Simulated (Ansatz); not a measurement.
This geometry of C3H4OS2 (10 atoms, charge 0, multiplicity 1) is a first-order saddle point.

These are results of RHF/def2-SVP (Ansatz), not measurements.

```xyz
10
Properties=species:S:1:pos:R:3
O -0.340 -2.652 0.947
C -0.272 -1.668 0.386
C -0.204 -0.530 -0.277
S 0.497 -0.640 -1.905
C -0.747 0.754 0.288
S 0.520 1.909 0.971
H 1.756 -0.276 -1.633
H -1.286 1.282 -0.495
H -1.448 0.548 1.095
H 1.606 1.221 0.625
```

Task: Which two structures does it join? (They come from a converged band through this point; their orientation in space is the band's.)

Result: No bond is made or broken. The dihedral C3–C5–S6–H10 goes from -67 to 74°.

First end point:

```xyz
10
Properties=species:S:1:pos:R:3
O -0.330 -2.666 0.912
C -0.266 -1.691 0.332
C -0.210 -0.565 -0.349
S 0.374 -0.698 -2.019
C -0.648 0.748 0.244
S 0.702 1.953 0.511
H 1.623 -0.259 -1.832
H -1.326 1.250 -0.444
H -1.184 0.597 1.180
H 1.347 1.281 1.468
```

Last end point:

```xyz
10
Properties=species:S:1:pos:R:3
O -0.686 -2.843 0.600
C -0.457 -1.804 0.204
C -0.204 -0.600 -0.266
S 0.606 -0.538 -1.843
C -0.602 0.649 0.478
S 0.791 1.654 1.107
H 1.869 -0.404 -1.422
H -1.226 1.280 -0.152
H -1.187 0.395 1.362
H 1.178 2.160 -0.066
```

Task: How far does it lie above each of them?

Result: 0.144 eV above the first and 0.127 eV above the second. This is the barrier of this one path; another mechanism may lie lower.

Run time: 80 s on 2 threads of Intel(R) Xeon(R) Platinum 8488C (Sapphire Rapids) (shared host), peak memory 0.26 GiB.
